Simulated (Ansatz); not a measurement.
The input, for Ansatz 0.2.0:

```yaml
crystal:
  periodic: [false, false, false]
  atoms:
    - {symbol: Ge, position_ang: [0.000000, 0.013184, 1.181237]}
    - {symbol: Ge, position_ang: [0.000000, -0.034339, -1.223364]}
    - {symbol: H, position_ang: [0.000000, 1.219299, 2.151804]}
    - {symbol: H, position_ang: [0.000000, -1.255242, 2.068613]}
    - {symbol: H, position_ang: [0.000000, 1.560523, -1.184463]}
basis:
  gaussian: {orbitals: STO-3G}
total_charge: 1
magnetization: {spin_polarized: true, initial_magnetization: 2}
hamiltonian: {xc: {name: B3LYP}}
correlation: {method: ccsdt, electrons: all}
```

```sh
$ ansatz run in.yaml --threads 1 --pin off --events-out ev --progress --plain --max-ram 2393MiB
```

Output:

```
503 factors; integrals over basis functions are off by at most 3.5e-8 eV
mean field evaluation 1: about -111736.1749 eV, gradient 6.7e1 eV
mean field evaluation 2: about -111736.1624 eV, gradient 6.7e1 eV
mean field evaluation 4: about -111740.4783 eV, gradient 4.1e1 eV
mean field evaluation 8: about -111771.7508 eV, gradient 1.6e0 eV
mean field evaluation 16: about -111771.7787 eV, gradient 6.3e-3 eV
mean field evaluation 32: about -111770.4477 eV, gradient 9.5e0 eV
mean field evaluation 64: about -111704.6008 eV, gradient 7.3e1 eV
mean field -111771.77873922 eV, -4107.5371070337 hartree, gradient 6.1e-6 eV, S^2 2.002354; 6 other end points of the search recorded, 0 dependent functions left out
reference -111699.92438429 eV, -4104.8965081947 hartree; 34, 32 occupied and 5, 7 virtual orbitals, 503 factors
second order -2.35801241 eV of doubles, -1.53346218 eV of singles
cycle   1  -3.89193179 eV  change   -1.9e-1 eV  update   1.1e-1
cycle   2  -4.32675229 eV  change   -4.3e-1 eV  update   8.1e-2
cycle   3  -4.69915155 eV  change   -3.7e-1 eV  update   4.1e-2
cycle   4  -4.71922486 eV  change   -2.0e-2 eV  update   2.2e-2
cycle   5  -4.74464398 eV  change   -2.5e-2 eV  update   1.3e-2
cycle   6  -4.74808554 eV  change   -3.4e-3 eV  update   6.3e-3
cycle   7  -4.74571904 eV  change    2.4e-3 eV  update   3.8e-3
cycle   8  -4.74479966 eV  change    9.2e-4 eV  update   2.4e-3
cycle   9  -4.74499569 eV  change   -2.0e-4 eV  update   1.7e-3
cycle  10  -4.74606083 eV  change   -1.1e-3 eV  update   9.7e-4
cycle  11  -4.74623704 eV  change   -1.8e-4 eV  update   7.5e-4
cycle  12  -4.74648944 eV  change   -2.5e-4 eV  update   3.4e-4
cycle  13  -4.74613102 eV  change    3.6e-4 eV  update   2.0e-4
cycle  14  -4.74617463 eV  change   -4.4e-5 eV  update   1.1e-4
cycle  15  -4.74602831 eV  change    1.5e-4 eV  update   7.4e-5
cycle  16  -4.74603076 eV  change   -2.4e-6 eV  update   3.2e-5
cycle  17  -4.74605591 eV  change   -2.5e-5 eV  update   2.3e-5
cycle  18  -4.74608305 eV  change   -2.7e-5 eV  update   1.5e-5
cycle  19  -4.74609890 eV  change   -1.6e-5 eV  update   9.5e-6
cycle  20  -4.74610202 eV  change   -3.1e-6 eV  update   5.6e-6
WARN: these amplitudes may be one of several solutions (largest doubles amplitude 0.10, level shift 0.74 eV)
Total energy: -111704.67048631 eV, -4105.0709242269 hartree
```

Ran on 1 thread of Arm Neoverse V2, shared host: 43 s wall, 0.63 GiB peak host memory.
